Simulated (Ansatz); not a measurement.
**CHClF−: functionals against CCSD(T) at one geometry**

An exercise on one series of results from a longer session: the logs are not shown, and one member is left open.

The runs use Ansatz 0.2.0, Gaussian basis; single points in def2-TZVPPD.

Correlated methods freeze the cores.

1 further run of the same task is left out (it didn't finish).

## The starting structure

SMILES `F[CH-]Cl`, 4 atoms, charge -1, spin multiplicity 1.

Atoms are counted from 1 here; the program's logs count them from 0.

Bond lengths: F1–C2 1.376 Å, C2–H4 1.100 Å. Angles: F1–C2–H4 103.8°.

Geometry (Å):

```xyz
4

F    -1.24466   -0.17102   -0.38637
C    -0.24636    0.40843    0.36249
Cl    1.07303   -1.15822    0.39317
H     0.32909    0.99089   -0.37231
```

The first run:

run/in.yaml

```yaml
crystal:
  periodic: [false, false, false]
  atoms:
    - {symbol: F, position_ang: [-1.244656, -0.171015, -0.386374]}
    - {symbol: C, position_ang: [-0.246363, 0.408426, 0.362488]}
    - {symbol: Cl, position_ang: [1.073032, -1.158220, 0.393175]}
    - {symbol: H, position_ang: [0.329093, 0.990890, -0.372312]}
basis:
  gaussian: {orbitals: "def2-TZVPPD.json"}
total_charge: -1
hamiltonian: {xc: pbe, dispersion: d4}
output: {forces: true}
```

The basis file named in the input lies beside it (Basis Set Exchange, JSON).

The run is started by

```
$ ansatz run in.yaml --threads 2 --pin off --events-out ev --progress --plain --max-ram 3481MiB
```

Steps of the session up to this table: PBE-D4/def2-TZVPPD; r2SCAN-D4/def2-TZVPPD; PBE0-D4/def2-TZVPPD; wB97M-V/def2-TZVPPD; CCSD(T)/def2-TZVPPD.

One of the session's tables, all rows but one given; the rest of the session is left out.

| method | RMS force component (eV/Å) | angle to CCSD(T) forces (°) |
| --- | --- | --- |
| PBE-D4 | 0.690 | 9.6 |
| r2SCAN-D4 | ? | ? |
| PBE0-D4 | 0.460 | 16.4 |
| wB97M-V | 0.491 | 3.8 |
| CCSD(T) | 0.570 | reference |

Estimate the missing values for r2SCAN-D4.

As computed: RMS force component (eV/Å): 0.565; angle to CCSD(T) forces (°): 7.9. In the column «RMS force component (eV/Å)» it lies between wB97M-V (0.491) and CCSD(T) (0.570).

To keep in mind: The anion's highest level is positive in at least one run, so there the basis alone may hold the extra electron.
